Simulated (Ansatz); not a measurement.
Boltzmann transport of CdPdO3 at constant τ

All numbers below come from Ansatz 0.2.0, DFT LDA, scalar-relativistic, plane waves, PAW. Settings: 420 eV plane-wave cutoff, Γ-centred 10×10×10 mesh, Fermi-Dirac smearing of 0.15 eV. No spin polarisation.

Equilibrium structure at this level:
```
Cd Pd O
1.0
     3.85297    0.00000    0.00000
     0.00000    3.85297    0.00000
     0.00000    0.00000    3.85297
Cd Pd O
1 1 3
Direct
  0.00000 0.00000 0.00000
  0.50000 0.50000 0.50000
  0.00000 0.50000 0.50000
  0.50000 0.00000 0.50000
  0.50000 0.50000 0.00000
```

The cell was built by swapping an element in a database structure (itself possibly hypothetical) and relaxing; it need not be the stable form of this composition. In a metal these results depend on the k mesh and the smearing. Spin polarisation was left out, and a magnetic state may lie lower. A semilocal functional can close a gap that the real compound has.

Constant relaxation time and rigid bands. The levels are interpolated over the whole zone and filled by a Fermi function at the stated temperature, with the chemical potential set by the electron count. Seebeck coefficients of a few μV/K are small differences and uncertain even in sign.

(1) Give the Drude plasma energies, the density of states at the chemical potential and σ/τ at 300 K.

(2) And the Seebeck coefficient (μV/K)?

## Answers

(1)
```
Plasma energy xx, yy, zz                : 4.95, 4.95, 4.95 eV
Density of states (thermally broadened) : 4.70 states/eV/cell
Conductivity over τ, xx, yy, zz         : 5.0, 5.0, 5.0 ×10²⁰ (Ω·m·s)⁻¹
```

(2)
```
T (K) Sxx Syy Szz
  300  4.0  4.0  4.0
  600  6.7  6.7  6.7
  900  6.5  6.5  6.5
```

Symmetry holds off the tilts and polar distortions that many cubic perovskites undergo.